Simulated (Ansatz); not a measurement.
```yaml
crystal:
  periodic: [false, false, false]
  atoms:
    - {symbol: N, position_ang: [0.462943, 1.304125, 0.482953]}
    - {symbol: C, position_ang: [0.747165, 0.552743, -0.529261]}
    - {symbol: C, position_ang: [-0.123239, -0.626330, -0.578046]}
    - {symbol: F, position_ang: [-0.567777, -0.883404, -1.818258]}
    - {symbol: N, position_ang: [-0.348595, -1.373892, 0.404131]}
    - {symbol: H, position_ang: [1.030724, 2.113254, 0.689777]}
    - {symbol: H, position_ang: [-0.273808, 1.084499, 1.156210]}
    - {symbol: H, position_ang: [-0.835114, -2.228095, 0.136694]}
basis:
  gaussian: {orbitals: cc-pVDZ}
total_charge: 1
magnetization: {spin_polarized: true, initial_magnetization: 1}
hamiltonian: {xc: {name: PBE0}, dispersion: d3bjatm}
charge: 1
output: {forces: true}
```

```sh
$ ansatz run in.yaml --threads 2 --pin off --events-out ev --progress --plain --max-ram 4352MiB
```

Output, abridged:

```
Error: YAML parse error: error: line 17 column 1: unknown field `charge`, expected one of crystal, accuracy, basis, kpoints, hamiltonian, magnetization, projection, total_charge, correlation, batch, efield, external_charges, scf, relax, neb, saddle, md, ramp, phonons, dielectric, real_time, elastic, magnetic_configurations, gw, evaluate, workflow, output, checkpoint, execution
15 | magnetization: {spin_polarized: true, initial_magnetization: 1}
16 | hamiltonian: {xc: {name: PBE0}, dispersion: d3bjatm}
17 | charge: 1
18 | output: {forces: true}
```

In this input the input holds a key that doesn't belong there. The input was rejected before any iteration.
